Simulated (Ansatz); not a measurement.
# ClH6NSi: the cost of one run

Program: Ansatz 0.2.0, Gaussian basis. Level of theory: PBE0-D4/def2-SVP. These are calculated values, not measurements.

23 further runs of the same task are left out: 1 that didn't finish, 22 set aside as unsound or not needed.

## 1. The system as given

The first end: 9 atoms, charge 0, spin multiplicity 1.

Atoms are counted from 1 here; the program's logs count them from 0.

Bond lengths: Si1–Cl2 2.065 Å, Si1–H3 1.487 Å, Si1–H4 1.477 Å, Si1–H5 1.477 Å, H6–N7 1.013 Å, N7–H8 1.013 Å, N7–H9 1.013 Å. Angles: Cl2–Si1–H3 104.5°, Cl2–Si1–H4 110.7°, Cl2–Si1–H5 110.7°, H3–Si1–H4 108.4°, H3–Si1–H5 108.4°, H4–Si1–H5 113.6°, H6–N7–H8 107.0°, H6–N7–H9 107.6°, H8–N7–H9 107.6°.

As a file:

```xyz
9
ClH6NSi
Si   -1.1122    0.1158   -0.9275
Cl    0.6087    0.0531   -2.0679
H    -2.2126    0.2334   -1.9211
H    -1.1271    1.3181   -0.0699
H    -1.2905   -1.1459   -0.1808
H     1.5517   -0.9641    0.9048
N     1.0460   -0.1210    1.1482
H     1.6673    0.6586    0.9691
H     0.8687   -0.1479    2.1450
```

The second end:

```mol
ClH6NSi
  3D, bonds by distance, orders not assigned

  9  7  0  0  0  0  0  0  0  0999 V2000
   -1.1150    0.3116    0.0246 Si  0  0
    2.0937   -1.4267   -1.5703 Cl  0  0
   -1.0853    1.0266   -1.2722 H   0  0
   -1.9827    1.0617    0.9734 H   0  0
   -1.6412   -1.0646   -0.1271 H   0  0
    1.4281   -0.7363   -0.6424 H   0  0
    0.5452    0.1662    0.5649 N   0  0
    1.0657    1.0312    0.6378 H   0  0
    0.6917   -0.3695    1.4111 H   0  0
  1  3  8  0
  1  4  8  0
  1  5  8  0
  1  7  8  0
  2  6  8  0
  7  8  8  0
  7  9  8  0
M  END
```

## 2. The band at PBE0-D4/def2-SVP

neb/in.yaml reads:

```yaml
crystal:
  periodic: [false, false, false]
  atoms:
    - {symbol: Si, position_ang: [-1.112174, 0.115848, -0.927507]}
    - {symbol: Cl, position_ang: [0.608697, 0.053147, -2.067870]}
    - {symbol: H, position_ang: [-2.212573, 0.233427, -1.921145]}
    - {symbol: H, position_ang: [-1.127095, 1.318069, -0.069941]}
    - {symbol: H, position_ang: [-1.290545, -1.145869, -0.180759]}
    - {symbol: H, position_ang: [1.551696, -0.964150, 0.904752]}
    - {symbol: N, position_ang: [1.046033, -0.121010, 1.148238]}
    - {symbol: H, position_ang: [1.667331, 0.658586, 0.969097]}
    - {symbol: H, position_ang: [0.868731, -0.147946, 2.145034]}
basis:
  gaussian: {orbitals: def2-SVP}
hamiltonian: {xc: pbe0, dispersion: d4}
neb:
  images: 5
  climbing: true
  max_iterations: 40
  initial_path: idpp
  final_atoms:
    - {symbol: Si, position_ang: [-1.115041, 0.311617, 0.024627]}
    - {symbol: Cl, position_ang: [2.093706, -1.426726, -1.570289]}
    - {symbol: H, position_ang: [-1.085267, 1.026575, -1.272178]}
    - {symbol: H, position_ang: [-1.982748, 1.061708, 0.973419]}
    - {symbol: H, position_ang: [-1.641221, -1.064592, -0.127052]}
    - {symbol: H, position_ang: [1.428099, -0.736347, -0.642386]}
    - {symbol: N, position_ang: [0.545152, 0.166194, 0.564869]}
    - {symbol: H, position_ang: [1.065697, 1.031219, 0.637807]}
    - {symbol: H, position_ang: [0.691724, -0.369548, 1.411086]}
```

Started as:

```
$ ansatz run in.yaml --threads 2 --pin off --events-out ev --progress --plain --max-ram 4352MiB
```

**Question.** How long does this run take on 2 threads of Intel Xeon Platinum 8488C, shared host?

About 3.2 min.
